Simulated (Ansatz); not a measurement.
Cost and result for the atomization energy of BH₃O (`BO`) (5 atoms, 4 bonds).

Charge 0, multiplicity 1. Geometry: relaxed with PBE0-D4/def2-TZVP. Program: Ansatz. All runs use 2 threads of a server CPU on a shared host. Times are those of one run each, without the atoms' runs, and a repeat can differ threefold. Electronic energies, without spin–orbit coupling; frozen cores. CCSD(T)/CBS extrapolates def2-TZVPP and def2-QZVPP, and its time is that of the two runs behind it. T1 = 0.014. B3LYP takes the VWN-RPA correlation (the form of Gaussian; ORCA's B3LYP/G). HSE06 is the plane-wave form, built on full-range PBE exchange.

CCSD(T)/CBS is a level of theory with its own doubt, some kJ/mol a heavy atom from the limit and from the frozen cores, so smaller differences don't rank the functionals.

| level | functions | wall time |
| --- | --- | --- |
| CCSD(T)/def2-SVP | 43 | 0.3 s |
| PBE0-D4/def2-TZVPP | 104 | 0.65 s |
| BHLYP-D4/def2-TZVPP | 104 | 0.66 s |
| PBE-D4/def2-TZVPP (with forces) | 104 | 0.75 s |
| B3LYP-D4/def2-TZVPP (with forces) | 104 | 0.85 s |
| HSE06-D4/def2-TZVPP | 104 | 0.86 s |
| r2SCANh-D4/def2-TZVPP | 104 | 1.3 s |
| r2SCAN-D4/def2-TZVPP (with forces) | 104 | 1.5 s |
| ωB97X-V/def2-TZVPP | 104 | 2.3 s |
| CCSD(T)/def2-TZVPP | 104 | 2.5 s |
| ωB97M-V/def2-TZVPP (with forces) | 104 | 2.7 s |
| CCSD(T)/def2-QZVPP | 204 | 37 s |
| CCSD(T)/CBS(def2) | – | 39 s |

**Question.** What atomization energy does each give, and how far from CCSD(T)/CBS? (An estimate is asked.)

**Answer.** Computed: 
```csv
level,atomization (kcal/mol),difference from CCSD(T)/CBS,per bond
CCSD(T)/def2-SVP,415.8,-18.7,-4.7
PBE0-D4/def2-TZVPP,432.5,-2.0,-0.5
BHLYP-D4/def2-TZVPP,424.8,-9.7,-2.4
PBE-D4/def2-TZVPP (with forces),440.4,5.9,1.5
B3LYP-D4/def2-TZVPP (with forces),437.2,2.7,0.7
HSE06-D4/def2-TZVPP,432.9,-1.6,-0.4
r2SCANh-D4/def2-TZVPP,433.9,-0.6,-0.1
r2SCAN-D4/def2-TZVPP (with forces),436.8,2.3,0.6
ωB97X-V/def2-TZVPP,435.1,0.6,0.2
CCSD(T)/def2-TZVPP,425.4,-9.1,-2.3
ωB97M-V/def2-TZVPP (with forces),437.6,3.1,0.8
CCSD(T)/def2-QZVPP,430.8,-3.7,-0.9
CCSD(T)/CBS(def2),434.5,0.0,0.0
```

The D4 term adds +1.2 kcal/mol with B3LYP and +0.6 kcal/mol with PBE0; it sums over pairs of atoms, weighted by their polarisabilities, and B3LYP, whose exchange is more repulsive, gets the larger term. From BLYP to BHLYP (50 % exact exchange), in def2-TZVPP and without D4, the atomization energy moves by −11.2 kcal/mol: exact exchange takes away binding that semilocal exchange gives to molecules. At CCSD(T), def2-SVP lies −18.7 kcal/mol from the extrapolated value and def2-TZVPP −9.0 kcal/mol: correlation converges slowly with the basis, and small sets miss more of it in the bonded molecule than in its fragments.
